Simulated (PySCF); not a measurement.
## N₂: from constants to spectrum

RHF-CCSD(T) constants of N₂, ¹Σg⁺ (singlet), closed shell (basis N def2-SVP; no relativity; PySCF 2.14; masses 14.0031 and 14.0031 u):

```
ωe              : 2397.3 cm⁻¹
ωexe            : 14.3 cm⁻¹
Be              : 1.9478 cm⁻¹
αe              : 0.0163 cm⁻¹
D (centrifugal) : 5.14e-06 cm⁻¹
De to N + N     : 9.05 eV
```

Task: Give the vibrational terms G(v) and spacings up to v = 6.

Result: G(v) = ωe(v+½) − ωexe(v+½)².

| v | G(v) (cm⁻¹) | G(v) − G(v−1) | Bv (cm⁻¹) |
| --- | --- | --- | --- |
| 0 | 1195.1 |  | 1.940 |
| 1 | 3563.8 | 2368.7 | 1.923 |
| 2 | 5903.9 | 2340.1 | 1.907 |
| 3 | 8215.4 | 2311.5 | 1.891 |
| 4 | 10498.3 | 2282.9 | 1.874 |
| 5 | 12752.6 | 2254.3 | 1.858 |
| 6 | 14978.3 | 2225.7 | 1.842 |

Task: How well does the Morse estimate ωe²/(4ωexe) reproduce De, and what is D0?

Result: It gives 12.46 eV, 138 % of the computed De. D0 = De − G(0) = 9.05 − 0.15 = 8.90 eV.

Measured values (Huber and Herzberg, Constants of Diatomic Molecules (1979)): ωe = 2358.57 cm⁻¹, ωexe = 14.324 cm⁻¹, Be = 1.998241 cm⁻¹, αe = 0.017318 cm⁻¹.

Correlated steps freeze 2 core orbitals. Correlated levels converge slowly with the basis: in double zeta they bind strong bonds too weakly, by up to about 1 eV, and carry superposition errors of some tenths. Where the molecule has an RHF reference, its open-shell atoms are computed with UHF.
